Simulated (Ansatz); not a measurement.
RbH2: from a trial structure to a relaxed crystal

Method: DFT PBE, scalar-relativistic, plane waves, PAW in Ansatz. Cutoff 420 eV, Γ-centred k mesh, Gaussian smearing, no spin polarisation in the final step.

RbH2 was placed on the quartz structure type (P3_121, No. 152), with Rb in place of Si, H in place of O, at a guessed volume.

```
CELL_PARAMETERS angstrom
5.93195 0.00000 0.00000
-2.96597 5.13722 0.00000
0.00000 0.00000 6.52599
ATOMIC_POSITIONS crystal
Rb 0.46500 0.00000 0.33333
Rb 0.00000 0.46500 0.66667
Rb 0.53500 0.53500 0.00000
H 0.41500 0.27200 0.21300
H 0.72800 0.14300 0.54633
H 0.85700 0.58500 0.87967
H 0.27200 0.41500 0.78700
H 0.14300 0.72800 0.45367
H 0.58500 0.85700 0.12033
```

Cell and atoms relax at zero pressure; the relaxation can't lower the symmetry of the start. After a coarse first stage the cell is made exact in the group found at 0.06 Å.

Energies over the elements count from the elements' standard structures at the same level (H₂ as a molecule), with no empirical corrections.

Problem. Describe the relaxed structure.

Solution. It keeps P3_121 (No. 152), but not the shape of the type it started on. Conventional cell: a = 7.633 Å, c = 7.344 Å. Around Rb lie 6 H at 3.62–3.66 Å; H has 1 H at 0.76 Å.

Space group P3_121 (No. 152). a = 7.633 Å, b = 7.633 Å, c = 7.344 Å, α = 90.00°, β = 90.00°, γ = 120.00°
```csv
atom,site,symmetry,x,y,z
Rb,3a,.2.,0.3049,0.0000,0.3333
H,6c,1,0.4996,0.5278,0.4549
```

Problem. What are its volume, energy, density and gap?

Solution. The volume per atom is 41.2 Å³, the density is 1.2 g/cm³ and the energy over the elements is 0.10 eV/atom. The gap on the 6×6×6 mesh is 0 eV (a metal).

The final run used a 6×6×6 mesh on its 9-atom cell and 0.10 eV smearing. For metals, differences of a few meV/atom aren't resolved. Weakly bound directions are ill-defined at this level, which has no dispersion term. A structure relaxed within its symmetry needn't be a true minimum. The steps took of the order of 10 core-minutes in all.